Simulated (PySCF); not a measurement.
C₂H₂N (doublet state).
Cartesian coordinates in Å at the GFN2-xTB level; atoms count from 1:
```
atom  x, y, z in Å
C1    -0.5550    0.0107   -0.0082
C2     0.7991   -0.0138    0.0031
N3     1.9615   -0.0350    0.0129
H4    -1.1151   -0.9068   -0.0207
H5    -1.0818    0.9477   -0.0043
```

As a line formula: `[CH2]C#N` [radical].

Level of theory: UKS B3LYP, pcH-1 on C H N, non-relativistic, mean-field spin-orbit, GIAO (PySCF). Geometry: GFN2-xTB; no solvent, vibrations or thermal averaging. The geometry wasn't refined by DFT: couplings that depend on bond lengths, twists or pyramidal angles can differ widely from those at the functional's own minimum.

Principal values of hyperfine tensors in MHz (contact and dipolar terms together), for some of the nuclei:

| atom | isotope | A1 | A2 | A3 | alike by the symmetry of this geometry |
| --- | --- | --- | --- | --- | --- |
| C2 | 13C | -84.06 | -63.47 | -37.21 | none |
| H5 | 1H | -88.74 | -59.09 | -24.86 | H4 |
| N3 | 14N | -10.76 | -5.87 | 46.77 | none |

Give the isotropic coupling of each nucleus in MHz and in mT (g = 2.0031), and the anisotropic part.

a_iso is a third of the trace, T = A − a_iso, and a(mT) = a(MHz)/(g × 13.996).

```tsv
atom	a_iso (MHz)	a_iso (mT)	T1	T2	T3
C2	-61.58	-2.197	-22.48	-1.89	24.37
H5	-57.57	-2.053	-31.18	-1.53	32.70
N3	10.05	0.358	-20.81	-15.91	36.72
```

What spin density at the nucleus of C2 lies behind its contact coupling (g_N = 1.40482)?

a_FC = (2μ0/3) gₑ μB g_N μN ρ(0)/(2S·h) = 800.24 MHz × g_N × ρ(0)/(2S), with ρ in bohr⁻³. With a_FC = -61.58 MHz and 2S = 1, ρ(0) = -0.05478 bohr⁻³.

C1 (13C, g_N = 1.40482) isn't in the table. Its spin density at the nucleus is 0.06321 bohr⁻³. What is its contact coupling?

By the same relation, a_FC = 71.1 MHz. Its full tensor has the principal values 3.76, 4.43, 205.00 MHz.

Name the largest traceless tensor T of the table and describe it.

N3: -20.8, -15.9, 36.7 MHz, rhombic: the two smaller values differ by 13 % of the largest.

In a single crystal, with the field along each principal axis of the tensor of H5 in turn, what first-order splitting does this nucleus give (isotropic g, quadrupole terms neglected)?

2 lines (I = 1/2), spaced by |A_i|/(g × 13.996): 3.17, 2.11, 0.89 mT along the axes of A1, A2 and A3.
